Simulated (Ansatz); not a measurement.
## How methods differ on PH3S (SMILES [PH3]=S)

PH3S: 5 atoms, total charge 0, spin state singlet. SMILES: `[PH3]=S`. Geometry: relaxed at GFN2-xTB.

```xyz
5

P     0.0079   -0.0066    0.0077
S     1.2617   -0.9411    1.1113
H    -1.1668    0.4619    0.5945
H    -0.5325   -0.6766   -1.0892
H     0.4297    1.1624   -0.6243
```

Quantity: the energy change with the P1–H3 bond stretched from 1.394 to 3.486 Å, in eV. The values are calculated.

```tsv
level	kind	program	value (eV)	less FCI/STO-3G
PBE/STO-3G (restricted)	GGA	Ansatz	4.32	+1.86
revPBE/STO-3G (restricted)	GGA	Ansatz	4.19	+1.73
r2SCAN/STO-3G (restricted)	meta-GGA	Ansatz	4.67	+2.21
B3LYP/STO-3G (restricted)	global hybrid	Ansatz	4.93	+2.47
BHLYP/STO-3G (restricted)	global hybrid	Ansatz	6.13	+3.67
CAM-B3LYP/STO-3G (restricted)	range-separated hybrid	Ansatz	5.85	+3.39
B2PLYP/STO-3G (restricted)	double hybrid	Ansatz	3.90	+1.44
MP2/STO-3G (restricted)	perturbation theory	Ansatz	3.10	+0.64
CCSD/STO-3G (restricted)	coupled cluster or CI	Ansatz	2.73	+0.27
FCI/STO-3G	exact in the basis	Ansatz	2.46	0.00
```

FCI/STO-3G is exact within its basis and frozen core, so for wave-function methods in that basis the difference is their error; functionals converge differently with the basis, so for them it is only a difference. The first shape isn't each level's own minimum. The values span 2.46 to 6.13 eV. All rows use very small basis sets, so even the best lies far from the true value.
